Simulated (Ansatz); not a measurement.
Start from `N=C=CN` and change one atom or group to get `N=C=CF`.

Ansatz, PBE0-D4/def2-TZVP geometries, multiplicity 1. Each molecule was computed in one conformer, which needn't be the lowest.

| property | `N=C=CN` |
| --- | --- |
| LUMO energy (PBE0/def2-TZVPP) / eV | -0.38 |
| HOMO energy (PBE0/def2-TZVPP) / eV | -5.80 |
| LUMO energy (B3LYP/def2-TZVPP) / eV | -0.66 |
| HOMO energy (B3LYP/def2-TZVPP) / eV | -5.62 |
| HOMO energy (ωB97M-V/def2-TZVPP) / eV | -8.00 |
| HOMO–LUMO gap (ωB97M-V/def2-TZVPP) / eV | 9.67 |

(1) What does the change do to each property? (Estimate.)

Results:

(1) The calculation gave: 
```tsv
property	`N=C=CF`	shift
LUMO energy (PBE0/def2-TZVPP) / eV	-1.21	-0.83
HOMO energy (PBE0/def2-TZVPP) / eV	-6.87	-1.07
LUMO energy (B3LYP/def2-TZVPP) / eV	-1.48	-0.82
HOMO energy (B3LYP/def2-TZVPP) / eV	-6.67	-1.05
HOMO energy (ωB97M-V/def2-TZVPP) / eV	-9.08	-1.08
HOMO–LUMO gap (ωB97M-V/def2-TZVPP) / eV	10.17	0.50
```

With PBE0 the HOMO falls by 1.07 eV and the LUMO falls by 0.83 eV, so the gap widens by about 0.24 eV. PBE moves the HOMO by -0.98 eV and ωB97M-V by -1.08 eV. The zero-point energy changes by -65.4 kJ/mol with -6 modes.

B3LYP here is the variant with VWN-RPA as its local correlation; programs differ in this.
